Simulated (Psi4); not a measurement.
# UTPSS/def2-TZVP (sweep point 6) run of CF (SMILES [C]F)

We compute a geometry optimisation of CF. 

Program for the calculation: Psi4 1.11.

6 further runs of the same task are left out: 1 that didn't finish, 5 set aside as unsound or not needed.

**1. The molecule**

CF has 2 atoms, charge 0, and is taken as a doublet. As SMILES, `[C]F`. The shape is that of a PBE0-D4/def2-TZVP optimisation. The run starts from this shape.

Bond lengths: C1–F2 1.268 Å.

**2. A geometry optimisation at UTPSS/def2-TZVP (sweep point 6)**

Input file job.inp:

```
memory 1600 mb

molecule m {
  0 2
  C      0.000000     0.000000     0.003080
  F      0.000000     0.000000     1.271320
  units angstrom
  symmetry c1
}

set {
  reference            uks
  puream               true
  scf_type             pk
  dft_radial_points    99
  dft_spherical_points 590
  g_convergence        gau_tight
  geom_maxiter         50
  maxiter              100
}

result, w = optimize('tpss/def2-TZVP', return_wfn=True)
```

On the command line:

```sh
$ psi4 -i job.inp -o job.out -n 1
```

Q: Predict the results. Wanted: total energy at the end; dipole moment; HOMO energy; LUMO energy; bond length; ⟨S²⟩.

Answer, from the run:

At UTPSS/def2-TZVP (sweep point 6):

| quantity | value |
| --- | --- |
| total energy at the end | -137.85687 Eh |
| dipole moment | 0.78 D |
| HOMO energy (highest over α and β) | -4.93 eV |
| LUMO energy (lowest over α and β) | -3.98 eV |
| bond length | 1.291 Å |
| ⟨S²⟩ | 0.755 |

At the final geometry: Bond lengths: C1–F2 1.291 Å. The optimisation took 5 steps and changed the energy by -0.011 eV.
